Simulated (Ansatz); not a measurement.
A calculation on tetradymite Bi₂Se₃ returned lattice constant a 4.143 Å, lattice parameter c 28.423 Å, equilibrium volume per atom 28.17 Å³/atom.

For reference: lattice constant a 4.143 Å (measured, temperature not stated, no zero-point or thermal correction; as tabulated in Luo et al. (2012), arXiv:1308.1523); lattice parameter c 28.636 Å (measured, temperature not stated, no zero-point or thermal correction; as tabulated in Luo et al. (2012), arXiv:1308.1523).

Question: Which level of theory produced these numbers?
(A) PBE-D4 (Ansatz, a quantum-chemistry and plane-wave program)
(B) PBE+SOC (Ansatz)
(C) r²SCAN (Ansatz)
(D) PBE (Ansatz)

Answer: A, PBE-D4 (Ansatz)

The others give: PBE+SOC 4.204 Å, 30.159 Å, 30.81 Å³/atom; r²SCAN 4.164 Å, 30.201 Å, 30.26 Å³/atom; PBE 4.190 Å, 31.380 Å, 31.88 Å³/atom.

Unless a cell is named, each level is at its own relaxed cell (PBE 31.80, PBE+SOC 30.78, PBE-D4 28.17, r²SCAN 30.24 Å³/atom).

Caveats: for a layered or molecular solid the relaxed cell lies over 5 % above the published volume, where the minimum can be shallow (PBE+SOC, r²SCAN, PBE); the cell comes from a level without a dispersion term, which matters for the spacing of layers, chains or molecules (PBE+SOC, r²SCAN, PBE). Ansatz's density-functional and Hartree–Fock values are scalar-relativistic unless marked +SOC, with PAW data made under PBE.
